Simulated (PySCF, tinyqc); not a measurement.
Worked calculation: RKS/BLYP in the sto-3g basis, for CH2, spin multiplicity 1. The lowest restricted solution is unstable here: a spin-polarised one lies 0.0237 hartree lower (PySCF). One step of it, computed by the program tinyqc.

Task: Iteration 2: DIIS coefficients. Solve [B -1; -1 0][c; lambda] = [0; -1] for the coefficients, which sum to one.

B (overlaps of the stored error matrices):
```
                1               2
1   3.9960782e+00  -2.5055682e+00
2  -2.5055682e+00   1.9365627e+00
```

Give: DIIS coefficients.

Result:

DIIS coefficients: 0.4059  0.5941
